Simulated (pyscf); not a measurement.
Thermochemistry of product channels of `[CH3][C]([CH3])([CH3])[O][B]([OH])[OH]` on the singlet surface, in kcal/mol, from ωB97M-D3(BJ)/def2-TZVP energies (ideal gas, 1 atm, RRHO with modes under 100 cm⁻¹ raised to 100, one conformer, R ln 2 for chiral ones without a mode under 150 cm⁻¹). Single points on ωB97X-D3(BJ)/def2-SVP structures (PySCF, gas phase).

| products | ΔE | ΔH(298 K) | ΔG(298 K) | ΔG(600 K) |
|---|---|---|---|---|
| `[OH][B]([OH])[OH]` + `[CH2]=[C]([CH3])[CH3]` | +15.9 | +13.7 | +1.4 | -11.0 |
| `[OH][BH][OH]` + `[CH3][C]1([CH3])[CH2][O]1` | +71.4 | +68.5 | +56.0 | +43.7 |

These are energies of the channels, which say nothing of barriers. cyclic C₄H₈O (SMILES CC1(C)CO1) lies 24.1 kcal/mol over its isomer H₃C–CH₂–C(CH₃)=O (electronic energy, ωB97M-D3(BJ)/def2-TZVP).
